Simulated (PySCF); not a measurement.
Species: F2.
SMILES: `FF`

Theory: PBE0/pcSseg-1 in PySCF (dipole) on a GFN2-xTB geometry, gas phase.

Take the most abundant isotopes and a rigid rotor. 

Q: What are the moment of inertia and the rotational constant?

A: I = 18.710 u·Å², B = 505379 MHz·u·Å²/I = 27012 MHz (0.9010 cm⁻¹, or 1.296 K as hB/k). For two atoms I = μr² with μ = 9.4992 u and r = 1.4034 Å.

Q: List the first levels of a rigid rotor in a Σ state.

A: E(J) = BJ(J+1): J = 1: 1.802, J = 2: 5.406, J = 3: 10.812, J = 4: 18.020, J = 5: 27.030, J = 6: 37.842 cm⁻¹.

Q: Has it a pure rotational spectrum?

A: Not by electric dipole: D∞h allows no dipole (computed 0.00 D). Rotational Raman lines (ΔJ = 2) lie at B(4J + 6), spaced by 4B = 3.604 cm⁻¹, with nuclear-spin weights that differ between even and odd J.

Whether it is a minimum is left open (no frequencies). Zero-point vibration and centrifugal distortion are left out.

Hardware: an x86-64 server with one thread, no GPU, on a shared host. Cost: 0.7 s of wall time. This is the PBE0/pcSseg-1 job that gave the dipole, with the shieldings it also computed.
